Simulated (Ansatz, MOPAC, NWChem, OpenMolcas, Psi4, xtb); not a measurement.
## SiN2H6 (SMILES NN[SiH3]): the highest harmonic wavenumber at each level's own minimum, rung by rung

The runs start from one conformer, not always the lowest.

SiN2H6, singlet, SMILES `NN[SiH3]`. Each level relaxes the structure for itself.

Each level gives the highest harmonic wavenumber at each level's own minimum (cm⁻¹). The values are calculated.

| level | kind | program | value (cm⁻¹) |
| --- | --- | --- | --- |
| PM3 | semi-empirical | MOPAC | 3508 |
| GFN2-xTB | semi-empirical | xtb | 3421 |
| GFN1-xTB | semi-empirical | xtb | 3479 |
| HF/3-21G | Hartree–Fock | OpenMolcas | 3804 |
| HF/6-31G* (Cartesian functions) | Hartree–Fock | OpenMolcas | 3864 |
| BP86/def2-SVP (density fitting) | GGA | Psi4 | 3498 |
| B3LYP/6-311G** | global hybrid | NWChem | 3620 |
| PBE0-D4/def2-TZVP | global hybrid | Ansatz | 3646 |

Harmonic and unscaled. The values span 3421 to 3864 cm⁻¹.
